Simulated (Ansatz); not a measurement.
Input file:

```yaml
crystal:
  periodic: [false, false, false]
  atoms:
    - {symbol: Si, position_ang: [0.000000, 0.000000, 0.000000]}
    - {symbol: Se, position_ang: [0.000000, 0.000000, 2.061700]}
basis:
  gaussian: {orbitals: cc-pVTZ}
magnetization: {spin_polarized: false}
correlation: {method: mp2, electrons: valence}
scf: {lower_state_search: off}
output: {forces: true}
```

```sh
$ ansatz run in.yaml --threads 1 --pin off --events-out ev --progress --plain --max-ram 2393MiB
```

Question: Roughly how long does this take on 1 thread of Arm Neoverse V1, shared host, and how much host memory?

Answer: 1.6 s wall and 0.18 GiB.

```
these checks for a lower state are left out or cut short: starts, cluster_reference, orbital_swaps, neighbouring_geometries, increment
491 factors; integrals over basis functions are off by at most 9.4e-4 eV
mean field evaluation 1: about -73166.1797 eV, gradient 1.5e1 eV
mean field evaluation 2: about -73166.2393 eV, gradient 1.5e1 eV
mean field evaluation 4: about -73167.2429 eV, gradient 1.4e0 eV
mean field evaluation 8: about -73167.2564 eV, gradient 9.1e-5 eV
mean field -73167.25635612 eV, -2688.8470765400 hartree, gradient 1.7e-6 eV, S^2 0.000000; 0 other end points of the search recorded, 0 dependent functions left out
14 core orbitals not correlated: weight in the atoms' cores, before any rotation towards them, 1.000 or more for the frozen orbitals, at most 0.000 for the correlated occupied ones
reference -73167.25635612 eV, -2688.8470765400 hartree; 10, 10 occupied and 53, 53 virtual orbitals, 491 factors
second order -8.27861405 eV of doubles, -0.00000000 eV of singles
the calculation of the forces begins
mean field evaluation 16: about -73167.2564 eV, gradient 1.7e-6 eV
Total energy: -73175.53497017 eV, -2689.1513099948 hartree
Atom 0 at     0.000000     0.000000     0.000000 Å, force    -0.000000     0.000000    -0.337552 eV/Å
Atom 1 at     0.000000     0.000000     2.061700 Å, force     0.000000    -0.000000     0.337552 eV/Å
Dipole moment:     0.000000    -0.000000    -0.257755 e Å
Checks for a lower state left out: starts, cluster_reference, orbital_swaps, neighbouring_geometries, increment
```

Forces (eV/Å):
```
Si   0.000  0.000 -0.338
Se   0.000  0.000  0.338
```
